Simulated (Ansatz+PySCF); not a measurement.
Values are calculated unless marked as measured or tabulated.
Input for PySCF 2.14.0:

```python
from pyscf import gto, scf

mol = gto.M(atom="""
B 0.006940 0.000970 -0.908370
N 0.003980 0.004500 0.727540
H 0.009400 -1.178490 -1.238910
H -1.021080 0.589990 -1.251750
H 1.026210 0.583230 -1.235830
H -0.003280 0.948370 1.079770
H -0.828620 -0.472590 1.080440
H 0.830720 -0.471870 1.094990
""", basis='def2-svp', charge=0, spin=0)
mf = scf.UHF(mol)
mf.init_guess = 'atom'
mf.kernel()
while True:  # follow internal instabilities
    mo, _, stable, _ = mf.stability(return_status=True)
    if stable: break
    mf.kernel(mf.make_rdm1(mo, mf.mo_occ))
print(mf.converged, mf.e_tot, mf.spin_square()[0])
```

The script is written out from the run's settings.

The run gave:

- Converged: yes
- Total energy: -82.55935 hartree
- Spin squared of the determinant: 0.000
